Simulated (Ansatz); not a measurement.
## HAl–CH, doublet: the ladder up to full CI

Geometry: that of the HAl–CH, quartet, kept fixed.

| atom | x (Å) | y (Å) | z (Å) |
| --- | --- | --- | --- |
| Al | 0.0000 | -0.0744 | 0.6134 |
| C | 0.0000 | 0.0101 | -1.3080 |
| H | 0.0000 | 1.3217 | 1.4205 |
| H | 0.0000 | 0.5490 | -2.2537 |

Basis 6-31G; Ansatz 0.2.0. Only valence electrons are correlated (noble-gas cores frozen), which leaves 9 electrons in 20 orbitals. R marks a restricted (for open shells ROHF) determinant, U an unrestricted one. Active spaces: valence = (9e, 10o) chosen from the atoms' valence shells.

Full CI is exact within this basis and frozen core; it isn't the basis-set limit. The frozen core follows each run's orbitals, which can shift R against U totals by a few meV.

Unrestricted rows (U) aren't spin-pure: their determinants' ⟨S²⟩ exceeds S(S+1) by up to 0.98, so they mix in states of higher spin. HF rows: RHF is the lowest solution found, UHF is the lowest solution found. Coupled cluster chose its determinant by a search with trial CCSD, here up to 0.37 eV above the lowest Hartree–Fock solution of its kind, and MP2 stands on that determinant too.

BCCD(T) turns its orbitals far from the restricted determinant (T1 = 0.234 for the singles of that rotation), so its spin and state can't be checked, and it isn't compared.

* UHF ⟨S²⟩: 1.729
* T1 diagnostic (RCCSD): 0.1858
* largest doubles amplitude (RCCSD): 0.192
* T1 diagnostic (UCCSD): 0.0305

```json
{"level": "UHF", "E − E(determinant under the R cluster runs) (eV)": "-2.3181"}
{"level": "RMP2", "E − E(determinant under the R cluster runs) (eV)": "-3.5845"}
{"level": "UMP2", "E − E(determinant under the R cluster runs) (eV)": "-4.3148"}
{"level": "RCCSD*", "E − E(determinant under the R cluster runs) (eV)": "-4.9194"}
{"level": "UCCSD", "E − E(determinant under the R cluster runs) (eV)": "-4.9871"}
{"level": "RCCSD(T)*", "E − E(determinant under the R cluster runs) (eV)": "-5.0426"}
{"level": "UCCSD(T)", "E − E(determinant under the R cluster runs) (eV)": "-5.0441"}
```

(1) Estimate how far full CI in 6-31G lies from RCCSD(T). The table doesn't fix it; the size of (T) and the diagnostics are the guide.

(1) Full CI in 6-31G lies 51 meV below RCCSD(T), which is 41 % of the (T) step (-123 meV). More than one determinant leads, and the rest is a large part of (T). The miss exceeds 1 kcal/mol.

The other levels:

| level | E − E(full CI) (meV) | share of correlation (%) | wall time |
| --- | --- | --- | --- |
| RHF† | 4723 | – | – |
| RCCSDT* | 23 | 99.55 | – |
| UCCSDT | 15 | 99.72 | – |
| RCCSDT(Q)* | -4 | 100.08 | 6 s |
| UCCSDT(Q) | 6 | 99.88 | 6.5 s |
| RCCSDTQ* | 2 | 99.96 | 37 s (H100) |
| UCCSDTQ | 1 | 99.98 | 45 s (H100) |
| CASSCF (valence space) | 978 | 80.80 | – |
| NEVPT2 (valence space) | 283 | 94.45 | 6 s |
| MRCISD (valence space) | 53 | 98.95 | – |
| MRCISD+Q (valence space) | 32 | 99.37 | 69 s (H100) |

An asterisk marks runs whose energy the program itself flagged as in doubt. A dagger marks rows that describe another state than the reference (another or a broken symmetry, a higher spin or other natural occupations), so the difference holds a gap between states beside the method's error.

The correlation energy at full CI, counted from the determinant under the R cluster runs, is -5.094 eV. That run took 34 s on 2 threads of AMD EPYC 7R13 with a shared H100 80 GB, shared host over 37,560,336 determinants.

Run but not shown, since their state, orbitals or frozen core can't be matched to the reference's or they repeat it: CISD, BCCD(T), CISDTQ.

Times hold each run's SCF and search for its determinant on a shared host, so for small cases they say little of a method's own cost; rows without a card ran on 1 thread of AMD EPYC 7R13. Some runs computed forces too.

The full-CI state has the irrep A'' of Cs, in the program's axes.

Natural occupations of full CI about the gap: 1.970 1.964 1.948 1.475 0.982 0.520 0.035 0.028 0.024 0.023; effectively unpaired electrons, Σ n²(2−n)², 2.22. No single determinant describes this state well, so single-reference rows can miss without a flag.
